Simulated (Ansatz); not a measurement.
**How far a parabola holds: energy against volume of fcc Ag**

We consider fcc Ag, described by revPBE in Ansatz (PAW). Settings: plane-wave cutoff 520 eV, 24×24×24 k mesh, Fermi–Dirac smearing 0.05 eV, no spin polarisation, scalar-relativistic PAW data made under PBE. The cell has no free parameter but its volume, all volumes share cutoff and mesh, and the runs aren't spin-polarised. Energies are free energies at the run's smearing, counted from the lowest row; static lattice.

| V (Å³/atom) | E (meV/atom) |
|---|---|
| 17.658 | 8.54 |
| 18.026 | 2.17 |
| 18.394 | 0.00 |
| 18.762 | 1.50 |
| 19.130 | 6.19 |
| 19.498 | ? |

Fit E of the 5 rows that show it with a parabola. With u = V - 18.4, the rows have u = -0.7420, -0.3740, -0.0060, 0.3620, 0.7300. Least squares gives E = -0.013 - 1.2960·u + 13.6028·u². Residuals (row less fit): 0.102, -0.204, 0.005, 0.200, -0.100; standard error 0.226 (degrees of freedom: 2). The fitted curve has its minimum at V = 18.4, where E = -0.04. Its curvature is d²E/dV² = 2 × 13.6028 meV/Å⁶, so B = V0·d²E/dV² × 0.1602 = 80.4 GPa.

### Question
Estimate the missing E (V = 19.498); what did the run itself give?

### Answer
u = 1.0980, so E = -0.013 - 1.2960 × 1.0980 + 13.6028 × 1.0980² = 14.964 meV/atom. The calculation gives 13.66 meV/atom, 1.304 meV/atom below the prediction (9.5 % of the range of E in the table). The row lies outside the fitted rows, so this is an extrapolation. From the scatter of the fitted rows alone, a prediction at this place has a standard error of 0.535 meV/atom, so the miss is 2.4 times that.

The residuals are curvature that a parabola lacks, not noise. A solid that stiffens under compression and softens on expansion lies above the parabola at the compressed end and under it at the expanded end, as this row does. A third-order Birch-Murnaghan fit to the whole scan has B0 = 79.0 GPa. Only scans are tabulated whose curvature falls smoothly with volume, and where the parabola meets the shown rows within 5 % of their range and misses the end by 0.1 meV or more.

Measured, for comparison: bulk modulus 110 GPa (corrected for temperature and zero-point phonon effects, sources range from 104 to 111; as tabulated in Levämäki et al. (2014), arXiv:1402.3671). Computed less measured: bulk modulus -28 % (-24 % to -29 % over the range).

Ansatz is a first-principles code.
